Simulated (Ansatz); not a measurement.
This geometry of C2HLi (4 atoms, charge 0, multiplicity 1) is a first-order saddle point.

The calculation used UKS revPBE-D4/def2-SVP (Ansatz).

```xyz
4
Properties=species:S:1:pos:R:3
Li -1.854 0.345 -0.671
C -0.149 0.047 0.182
C 0.946 -0.151 0.828
H 1.113 -0.302 -0.360
```

Question: Which two structures does it join? (They come from a converged band through this point; their orientation in space is the band's.)

Answer: Bonds formed: C2–H4.

Initial state:

```xyz
4
Properties=species:S:1:pos:R:3
Li -2.208 0.447 -0.467
C -0.389 0.069 -0.089
C 0.806 -0.180 0.160
H 1.847 -0.396 0.375
```

Final state:

```xyz
4
Properties=species:S:1:pos:R:3
Li -1.794 0.339 -0.660
C -0.074 0.016 0.143
C 0.946 -0.151 0.920
H 0.978 -0.265 -0.423
```

Question: How far does it lie above each of them?

Answer: 1.60 eV above the first and 0.03 eV above the second. This is the barrier of this one path; another mechanism may lie lower.

The run took 120 s on 1 thread of Arm Neoverse V2, on a shared host, peak memory 0.1 GiB.
